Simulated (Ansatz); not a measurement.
**C3H5F (allyl fluoride): the vertical ionisation energy from total energies**

C3H5F has 9 atoms, charge 0, and is taken as a singlet. SMILES: `C=CCF`. The shape is that of a PBE0-D4/def2-TZVP optimisation. This is one conformer, not always the lowest.

```xyz
9

C    -0.5780    1.1225   -0.6080
C     0.3525    0.2154   -0.3534
C     0.2005   -0.8528    0.6685
F     0.4305   -2.0982    0.1023
H    -0.4225    1.9092   -1.3367
H    -1.5317    1.1140   -0.0891
H     1.2998    0.2307   -0.8865
H     0.9298   -0.7308    1.4772
H    -0.8068   -0.8523    1.0947
```

Both states at this one shape; open shells run unrestricted unless said. 1 Eh = 27.2114 eV.

```
                                    level  program  singlet C3H5F (Eh)  doublet C3H5F+ (Eh)
                                HF/STO-3G   Ansatz         -213.103331          -212.818197
RPA@PBE0/def2-SVP, 4 core orbitals frozen   Ansatz         -216.596567          -216.211111
```

Problem. Work out the vertical ionisation energy at each level.

Solution. 
1. HF/STO-3G: -212.818197 − (-213.103331) = 0.285134 Eh = 7.76 eV.
2. RPA@PBE0/def2-SVP: -216.211111 − (-216.596567) = 0.385456 Eh = 10.49 eV.

No measured value is set beside it here; the levels span 7.76 to 10.49 eV. Hartree–Fock favours the state with fewer electron pairs, since it lacks pair correlation. Minimal sets are far from the basis-set limit.
